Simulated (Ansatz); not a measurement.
# SOF2 (thionyl fluoride) at 6 levels

We compute a comparison of 6 runs (BHLYP/STO-3G, HSE06/STO-3G, SVWN5/STO-3G, wB97M-V/STO-3G, RPA@PBE/STO-3G, CCSDT(Q)/STO-3G) of SOF2 (thionyl fluoride). 

The results are computed with Ansatz 0.2.0.

70 further runs of the same task are left out: 9 that didn't finish, 61 set aside as unsound or not needed.

### Step 1. The structure to begin with

SOF2 has 4 atoms, charge 0, and is taken as a singlet. As SMILES, `O=S(F)F`. The F3–S2 distance was set to 2.382 Å, away from the relaxed value. At this shape a bond of the SMILES string is far longer than usual.

Bond lengths: O1–S2 1.419 Å, S2–F4 1.588 Å. Angles: O1–S2–F4 106.4°.

### Step 2. The energy at BHLYP/STO-3G (run 1)

The input, run.yaml:

```yaml
crystal:
  periodic: [false, false, false]
  atoms:
    - symbol: O
      position_ang: [1.418935, -0.548581, -1.140846]
    - symbol: S
      position_ang: [0.335235, -1.041381, -0.368746]
    - symbol: F
      position_ang: [-1.124400, 0.804200, 0.000400]
    - symbol: F
      position_ang: [0.829835, -1.059781, 1.140054]
basis:
  gaussian: {orbitals: STO-3G}
magnetization: {spin_polarized: false}
hamiltonian: {xc: {name: BHLYP}}
accuracy: high
```

Launch:

```
$ ansatz run run.yaml --threads 1 --pin off --max-ram 2610MiB --events-out events.jsonl --progress --plain --runs-dir runs
```

The program printed:

```text
Warning: RAYON_NUM_THREADS=1 ignored (pool sized by the plan → 1); use --threads N
Functional definition: BHLYP
  name "BHLYP"
  parameter a = 0.5
  exchange = (1 - a)*b88_x + a*exact_x
  correlation = lyp_c
441 factors; integrals over basis functions are off by at most 2.8e-8 eV
mean field evaluation 1: about -18067.5041 eV, gradient 3.8e1 eV
mean field evaluation 2: about -17921.5006 eV, gradient 1.5e2 eV
mean field evaluation 4: about -18076.9656 eV, gradient 1.4e1 eV
mean field evaluation 8: about -18077.9947 eV, gradient 2.6e-1 eV
mean field evaluation 16: about -18078.0673 eV, gradient 3.6e-4 eV
mean field -18078.06727948 eV, -664.3567187669 hartree, gradient 7.1e-8 eV, S^2 0.000000; 0 other end points of the search recorded, 0 dependent functions left out
reference -18078.06729186 eV, -664.3567192218 hartree; 21, 21 occupied and 3, 3 virtual orbitals, 441 factors
Total energy: -18078.06729186 eV, -664.3567192218 hartree
```

It took 1.4 s on 1 thread of Arm Neoverse V1, shared host; peak memory 0.098 GiB.

### Step 3. The energy at HSE06/STO-3G (run 2)

The input, in.yaml:

```yaml
basis:
  gaussian:
    orbitals: STO-3G
crystal:
  periodic: [false, false, false]
  atoms:
    - {symbol: O, position_ang: [1.418935, -0.548581, -1.140846]}
    - {symbol: S, position_ang: [0.335235, -1.041381, -0.368746]}
    - {symbol: F, position_ang: [-1.124400, 0.804200, 0.000400]}
    - {symbol: F, position_ang: [0.829835, -1.059781, 1.140054]}
hamiltonian:
  xc: hse06
accuracy: high
```

Launch:

```
$ ansatz run in.yaml --threads 1 --pin off --max-ram 2610MiB --events-out events.jsonl --progress --plain --runs-dir runs
```

The program printed:

```text
Warning: RAYON_NUM_THREADS=1 ignored (pool sized by the plan → 1); use --threads N
Functional definition: HSE06
  name "HSE06"
  parameter a = 0.25
  parameter omega = 0.11/bohr
  exchange = pbe_x - a*pbe_x_sr(omega) + a*exact_x_sr(omega)
  correlation = pbe_c
441 factors; integrals over basis functions are off by at most 2.8e-8 eV
51 factors; integrals over basis functions are off by at most 2.1e-9 eV
mean field evaluation 1: about -18060.0362 eV, gradient 4.0e1 eV
mean field evaluation 2: about -17709.7506 eV, gradient 8.6e1 eV
mean field evaluation 4: about -18059.3874 eV, gradient 3.6e1 eV
mean field evaluation 8: about -18071.0255 eV, gradient 1.3e-1 eV
mean field -18071.02560919 eV, -664.0979421565 hartree, gradient 5.1e-9 eV, S^2 0.000000; 0 other end points of the search recorded, 0 dependent functions left out
reference -18071.02561008 eV, -664.0979421894 hartree; 21, 21 occupied and 3, 3 virtual orbitals, 441 factors
Total energy: -18071.02561008 eV, -664.0979421894 hartree
```

Wall time 1.7 s (1 thread of Arm Neoverse V1, shared host); peak memory 0.099 GiB.

### Step 4. A single-point energy at SVWN5/STO-3G (run 3)

The input, input.yaml:

```yaml
crystal:
  periodic: [false, false, false]
  atoms:
    - {symbol: O, position_ang: [1.418935, -0.548581, -1.140846]}
    - {symbol: S, position_ang: [0.335235, -1.041381, -0.368746]}
    - {symbol: F, position_ang: [-1.124400, 0.804200, 0.000400]}
    - {symbol: F, position_ang: [0.829835, -1.059781, 1.140054]}
basis:
  gaussian:
    orbitals: STO-3G
hamiltonian:
  xc: {name: SVWN5}
accuracy: high
```

Launch:

```
$ ansatz run input.yaml --threads 1 --pin off --max-ram 2610MiB --events-out events.jsonl --progress --plain --runs-dir runs
```

The program printed:

```text
Warning: RAYON_NUM_THREADS=1 ignored (pool sized by the plan → 1); use --threads N
Functional definition: SVWN5
  name "SVWN5"
  exchange = slater_x
  correlation = vwn5_c
441 factors; integrals over basis functions are off by at most 2.8e-8 eV
mean field evaluation 1: about -17982.5031 eV, gradient 4.3e1 eV
mean field evaluation 2: about -17626.5834 eV, gradient 6.3e1 eV
mean field evaluation 4: about -17977.1615 eV, gradient 4.3e1 eV
mean field evaluation 8: about -17993.6578 eV, gradient 7.8e-2 eV
mean field evaluation 16: about -17971.8841 eV, gradient 1.5e1 eV
mean field -17993.65785742 eV, -661.2547297209 hartree, gradient 2.5e-8 eV, S^2 0.000000; 0 other end points of the search recorded, 0 dependent functions left out
reference -17993.65785829 eV, -661.2547297527 hartree; 21, 21 occupied and 3, 3 virtual orbitals, 441 factors
Total energy: -17993.65785829 eV, -661.2547297527 hartree
```

Wall time 0.89 s (1 thread of Arm Neoverse V1, shared host); peak memory 0.094 GiB.

Runs 4 to 5 aren't shown in full; the table further down has their settings and results.

### Step 5. A single-point energy at CCSDT(Q)/STO-3G (run 6)

Edit run.yaml of step 2 so:

```diff
@@ -12,5 +12,9 @@
 basis:
-  gaussian: {orbitals: STO-3G}
-magnetization: {spin_polarized: false}
-hamiltonian: {xc: {name: BHLYP}}
+  gaussian:
+    orbitals: STO-3G
+correlation:
+  method: ccsdt_q
+  frozen_orbitals: {F: 1, O: 1, S: 5}
 accuracy: high
+scf:
+  omitted_lower_state_checks: [cluster_reference, increment]
```

Launch:

```
$ ansatz run run.yaml --threads 1 --pin off --max-ram 2610MiB --events-out events.jsonl --progress --plain --runs-dir runs
```

The program printed:

```text
Warning: RAYON_NUM_THREADS=1 ignored (pool sized by the plan → 1); use --threads N
[... 13 lines left out ...]
8 core orbitals not correlated: weight in the atoms' cores, before any rotation towards them, 1.000 or more for the frozen orbitals, at most 0.000 for the correlated occupied ones
[... 63 lines left out ...]
WARN: these amplitudes may be one of several solutions (largest doubles amplitude 0.70, level shift 12.21 eV)
Total energy: -18041.43023827 eV, -663.0103323357 hartree
Checks for a lower state left out: cluster_reference, increment
```

It took 1.1 s on 1 thread of Arm Neoverse V1, shared host.

### Step 6. All runs side by side

```tsv
run	level	frozen core orbitals	energy (Eh)	wall time
1	BHLYP/STO-3G	–	-664.356719	1.4 s
2	HSE06/STO-3G	–	-664.097942	1.7 s
3	SVWN5/STO-3G	–	-661.254730	0.89 s
4	wB97M-V/STO-3G	–	-664.500049	25 s
5	RPA@PBE/STO-3G	8	-663.075073	2.5 s
6	CCSDT(Q)/STO-3G	8	-663.010332	1.1 s
```

### Step 7. Results

| quantity | value |
| --- | --- |
| run 6: total energy | -663.01033 Eh |
| run 6: correlation energy (8 core orbitals frozen) | -295.1 mEh |
| run 6: T1 diagnostic | 0.036 |

What this shows: Totals of different functionals can't be ranked against each other. In runs 5, 6 the log says that unrestricted orbitals would lower the reference, so the values rest on an unstable closed-shell determinant (other closed-shell runs at this shape may share the fault). In runs 1, 2, 3, 4, 5, 6 the basis is minimal, so the values are rough. All runs together took 33 s, the longest 25 s.
